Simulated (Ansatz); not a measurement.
# Si2H5 (doublet): B2PLYP, PBE-QIDH, RPA-PBE over a scan of the distance Si1–H5 along a hydrogen transfer, cc-pVDZ

One table from this session's results is given with a row withheld; the runs are named, their logs left out.

The runs use Ansatz 0.2.0, Gaussian basis; cc-pVDZ, all electrons in the functionals, frozen cores in the correlation of double hybrids and RPA.

To be run: B2PLYP, PBE-QIDH, RPA-PBE, at 1.485 Å; 1.607 Å; 1.853 Å; 2.098 Å; 2.344 Å.

## The system

The geometry derives from fragments relaxed apart (PBE0/def2-TZVP) and kept rigid, so it is no stationary point. A hydrogen atom is moved between rigid fragments.

7 atoms, charge 0, spin multiplicity 2.

Atoms are counted from 1 here; the program's logs count them from 0.

Bond lengths: Si1–H2 1.485 Å, Si1–H3 1.485 Å, Si1–H4 1.485 Å, Si1–H5 1.485 Å, Si6–H7 1.532 Å. Angles: H2–Si1–H3 109.5°, H2–Si1–H4 109.5°, H2–Si1–H5 109.5°, H3–Si1–H4 109.5°, H3–Si1–H5 109.5°, H4–Si1–H5 109.5°.

Coordinates:

```
Si   -1.80506    0.02436    0.00000
H    -2.29994    1.42407    0.00000
H    -2.29993   -0.67549    1.21218
H    -2.29994   -0.67549   -1.21218
H    -0.32045    0.02436    0.00000
Si    1.97894    0.02436    0.00000
H     2.37537   -1.45515    0.00000
```

No dispersion term is added.

The geometry shown and the zero of energy belong to the point 1.485 Å. The yardstick, UCCSDT(Q), and other wave-function levels (R restricted, U unrestricted, valence and pair active spaces) come from earlier runs.

Set-up of the first run:

Input file in.yaml:

```yaml
crystal:
  periodic: [false, false, false]
  atoms:
    - {symbol: Si, position_ang: [-1.805063, 0.024363, 0.000001]}
    - {symbol: H, position_ang: [-2.299935, 1.424071, 0.000001]}
    - {symbol: H, position_ang: [-2.299934, -0.675491, 1.212183]}
    - {symbol: H, position_ang: [-2.299935, -0.675491, -1.212182]}
    - {symbol: H, position_ang: [-0.320448, 0.024363, 0.000000]}
    - {symbol: Si, position_ang: [1.978937, 0.024363, -0.000001]}
    - {symbol: H, position_ang: [2.375372, -1.455151, -0.000001]}
basis:
  gaussian: {orbitals: cc-pVDZ}
magnetization: {spin_polarized: true, initial_magnetization: 1}
hamiltonian: {xc: {name: B2PLYP}}
correlation: {electrons: outside_noble_gas}
```

Run with:

```sh
$ ansatz run in.yaml --threads 1 --pin off --events-out ev --progress --plain --max-ram 4096MiB --backend cpu
```

Among the steps run: B2PLYP, 1.485 Å; B2PLYP, 1.607 Å; B2PLYP, 1.853 Å; B2PLYP, 2.098 Å; B2PLYP, 2.344 Å; PBE-QIDH, 1.485 Å; PBE-QIDH, 1.607 Å; PBE-QIDH, 1.853 Å; PBE-QIDH, 2.098 Å; PBE-QIDH, 2.344 Å; RPA-PBE, 1.485 Å; RPA-PBE, 1.607 Å; RPA-PBE, 1.853 Å; RPA-PBE, 2.098 Å; RPA-PBE, 2.344 Å.

One of the session's tables, all rows but one given; the rest of the session is left out.

```
    level  1.607 Å  1.853 Å  2.098 Å  2.344 Å
UCCSDT(Q)      1.8     13.4     25.9     27.1
   B2PLYP        ?        ?        ?        ?
 PBE-QIDH      1.5     13.0     25.0     26.7
  RPA-PBE      1.9     13.4     23.3     29.2
```

Estimate the missing values for B2PLYP.

**Answer.** 1.607 Å: 1.4; 1.853 Å: 12.4; 2.098 Å: 24.3; 2.344 Å: 26.9. In the column «1.607 Å» it is the lowest.

Caveats from the session: Energies in kcal/mol, counted from 1.485 Å; blanks weren't run or aren't comparable.
